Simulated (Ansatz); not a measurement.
## Worked example: correlation energy of SiH, doublet

Geometry: that of the SiH⁻, triplet, kept fixed.

```xyz
2

Si    0.0000    0.0000    0.0000
H     0.0000    0.0000    1.5594
```

Basis aug-cc-pVDZ; Ansatz 0.2.0. Correlated methods freeze the noble-gas cores, which leaves 5 electrons in 31 orbitals. R marks a restricted (for open shells ROHF) determinant, U an unrestricted one.

Full CI is exact within this basis and frozen core; it isn't the basis-set limit. The frozen core follows each run's orbitals, which can shift R against U totals by a few meV.

Runs differ by some tens of microhartree through their thresholds and, for an open shell, their frozen cores, so steps under 0.1 kcal/mol mean nothing.

```json
{"level": "UHF", "total energy (hartree)": "-289.430083"}
{"level": "UMP2", "total energy (hartree)": "-289.497931"}
{"level": "UCCSD", "total energy (hartree)": "-289.523149"}
{"level": "UCCSD(T)", "total energy (hartree)": "-289.525226"}
{"level": "UCCSDT", "total energy (hartree)": "-289.525893"}
{"level": "UCCSDT(Q)", "total energy (hartree)": "-289.525953"}
{"level": "full CI", "total energy (hartree)": "-289.525961"}
```

Problem. What is the correlation energy at full CI, and what share of it do UMP2 and UCCSD recover?

Solution. E(corr) = -289.525961 − (-289.430083) = -0.095878 hartree = -2.609 eV. UMP2: -0.067848 / -0.095878 = 70.76 %. UCCSD: -0.093066 / -0.095878 = 97.07 %.

Problem. By how many kcal/mol does UCCSD(T) miss full CI (1 hartree = 627.509 kcal/mol), and which steps make up the rest?

Solution. -289.525226 − (-289.525961) = 0.000735 hartree = 0.46 kcal/mol. Steps: UCCSDT − UCCSD(T) = -0.42, UCCSDT(Q) − UCCSDT = -0.04, full CI − UCCSDT(Q) = -0.01 kcal/mol. That is within 1 kcal/mol of the reference in this basis, which itself misses far more of the correlation at the basis-set limit.
